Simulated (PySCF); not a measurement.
Molecule: SMILES c1cn[n-]c1, [C3H3N2]-.

Bonds (- single, = double, # triple, : aromatic): C1:C2, C2:N3, N3:N4, N4:C5, C5:C1. C1 carries H6; C2 carries H7; C5 carries H8. Formal charges: N4 -1.

Total charge -1.

Frames of a GFN2-xTB Langevin trajectory at 600 K; GIAO PBE0/pcSseg-1 shieldings in PySCF 2.14, gas phase, non-relativistic; equivalent atoms averaged within each frame.

δ = σ(ref) − σ, references computed at the same level: ¹³C (σ = 186.93 ppm), ¹H (σ = 31.72 ppm) vs TMS; ¹⁵N (σ = 267.73 ppm) against NH3. The references are static minima.

**Question.** How do the shifts (ppm) fluctuate along the trajectory?

**Answer.** 
```
         time (fs)  C2/C5     C1  N3/N4  H7/H8    H6
optimised geometry  134.3   96.5  369.7   7.20  5.72
               250  142.3   94.3  422.3   7.49  4.66
               425  131.2  101.8  341.4   7.31  6.98
               625  139.1   94.4  382.8   8.06  4.56
               800  142.4   92.8  399.6   7.46  5.85
              1000  130.6   90.4  358.8   7.06  4.89
    mean of frames  137.1   94.7  381.0   7.48  5.39
standard deviation    5.8    4.3   32.1   0.37  1.03
```

5 frames give an uncertainty of the mean of about the standard deviation over 2.2 at best, since frames this close in time may not be independent; classical motion lacks zero-point vibration, and the reference would need the same averaging.
